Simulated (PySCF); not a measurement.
OSi, SMILES O=[Si] (connectivity only; charge and spin as stated), neutral, multiplicity 1.

The structure is a stationary point at B3LYP-D3(BJ)/def2-TZVPD.

These are PySCF with PBE/def2-TZVPD values and carry that method's errors.

The molecule is in vacuum.

Computed frontier levels, gap, dipole moment and polarisability:
```yaml
highest_occupied_level: -7.47 eV
lowest_empty_level: -2.87 eV
orbital_gap: 4.60 eV
dipole_moment: 2.90 D
quadrupole, principal values (traceless, Buckingham form, about the centre of nuclear charge): -3.79, 1.89, 1.89 D·Å
mean_static_polarisability: 30.8 bohr³ (4.57 Å³)
polarisability_principal_values: 28.3, 28.3, 35.8 bohr³
```
